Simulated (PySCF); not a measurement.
# From computed data to an observable: dipole moment from atomic charges

LiH, SMILES [LiH]. Atoms are numbered in the order given.

```xyz
2

Li     0.0000     0.0000    -0.3991
H      0.0000     0.0000     1.1972
```
Charge 0, spin multiplicity 1.

Geometry optimised at PBE0-D3(BJ)/def2-TZVPD.

Charges (e) from HF/def2-TZVPD (PySCF):

```tsv
atom	IAO	ESP fit
Li1	0.604	0.693
H2	-0.604	-0.693
```

The dipole moment of the full density is 5.97 D.

**Question.** What dipole moment does each set of point charges give, and which comes closer to that of the density?

**Answer.** 
μ = Σ q r, and 1 e Å = 4.8032 D.
IAO: Σ q r = (0.000, 0.000, -0.964) e Å, |μ| = 4.63 D.
ESP fit: Σ q r = (0.000, 0.000, -1.106) e Å, |μ| = 5.31 D.
ESP fit comes closer in size. Point charges leave out the atoms' own dipoles (lone pairs, polarised bonds); fits to the potential absorb them, partitions of the density don't.
